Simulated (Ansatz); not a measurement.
Zinc-blende GaN (metastable phase): smallest direct gap on the k points sampled by level of theory

No measured value is used here.

```json
[
 {"level (code)": "LDA (Ansatz)", "value (eV)": "1.96", "cell (Å³/atom)": "11.05"},
 {"level (code)": "PBE (Ansatz)", "value (eV)": "1.54", "cell (Å³/atom)": "11.76"},
 {"level (code)": "PBE-D3(BJ) (Ansatz)", "value (eV)": "1.67", "cell (Å³/atom)": "11.53"},
 {"level (code)": "r²SCAN+rVV10 (Ansatz)", "value (eV)": "2.17", "cell (Å³/atom)": "11.30"},
 {"level (code)": "Hartree–Fock (Ansatz)", "value (eV)": "10.49", "cell (Å³/atom)": "11.41"}
]
```

Computed values are for a static lattice. Spin–orbit coupling is included only where a level's name says +SOC; with heavier elements it mostly lowers gaps and can invert bands.  Each level is taken at its own relaxed cell. Cutoffs and k meshes differ between the levels. Ansatz's density-functional and Hartree–Fock values are scalar-relativistic unless marked +SOC, with PAW data made under PBE.

Ansatz is a first-principles code.
